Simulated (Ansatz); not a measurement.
Compare A (`CCNC=O`) with its isomer B (`C=C(N)OC`).

Gas-phase electronic energies from Ansatz, PBE0-D4/def2-TZVP geometries. CBS: MP2 limit from def2 TZ/QZ plus the TZ coupled-cluster correction, frozen cores. DFT in def2-TZVPP. B3LYP here is the variant with VWN-RPA as its local correlation; programs differ in this. One conformer a species, not always the lowest.

Which is lower in electronic energy at CCSD(T)/CBS, and by how much? (Estimate.)

The calculation gave: A, by 101.5 kJ/mol.

Give E(B) − E(A) in kJ/mol with HF/def2-TZVPP, CCSD/def2-TZVPP, r2SCAN-D4, B3LYP-D4, ωB97M-V, MP2/def2-TZVPP, CCSD(T)/def2-TZVPP. (Best estimate.)

Computed: HF/def2-TZVPP 105.3, CCSD/def2-TZVPP 103.2, r2SCAN-D4 104.1, B3LYP-D4 103.8, ωB97M-V 100.6, MP2/def2-TZVPP 107.7, CCSD(T)/def2-TZVPP 103.7. None reverses the order clearly.

Does the order hold for the free energy at 298.15 K (harmonic terms from PBE0-D4)? (An estimate is asked.)

The calculation gave: Yes: G(B) − G(A) = +102.9 kJ/mol, for one conformer each. Modes under 60 cm⁻¹, often nearly free rotors, make the harmonic entropy too high.

Largest T1 diagnostic: 0.014.

At CCSD(T), def2-SVP lies +22.1 kJ/mol from the extrapolated value and def2-TZVPP +2.2 kJ/mol. From BLYP to BHLYP (50 % exact exchange), in def2-TZVPP and without D4, E(B) − E(A) moves by −6.0 kJ/mol.
